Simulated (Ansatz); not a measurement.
The end point of a relaxation of Ta. Space group Im-3m (No. 229), bcc (W type). Level of theory: r2SCAN (plane waves to 500 eV, PAW, scalar-relativistic; Ansatz, an electronic-structure program).

```xyz
1
Lattice="-1.6526 1.6526 1.6526 1.6526 -1.6526 1.6526 1.6526 1.6526 -1.6526" Properties=species:S:1:pos:R:3 pbc="T T T"
Ta     0.0000     0.0000     0.0000
```

```yaml
volume_per_atom: 18.05 Å³
band_gap: no gap (metallic)
shortest_distances: Ta–Ta 2.86 Å
k-mesh: 20×20×20
```

Band energies at high-symmetry points (eV from the Fermi level; labels of this space group; no spin-orbit coupling), from −5 eV up to 4.0 eV:

| point | energies |
|---|---|
| Γ | 0.86 0.86 0.86 |
| H | -3.92 -3.92 |
| N | -4.53 -1.55 1.48 |
| P | -1.32 -1.32 -1.32 |

No spin polarisation in the result.

Measured for Ta: a 3.299 Å (static lattice; corrected from measurement; as listed in Daniel Mejia-Rodriguez, S. B. Trickey, Phys. Rev. B (2018)). Computed minus measured — a: r2SCAN +0.2 %. The computed values are for a static lattice.

The run could not lose the symmetry of its start.
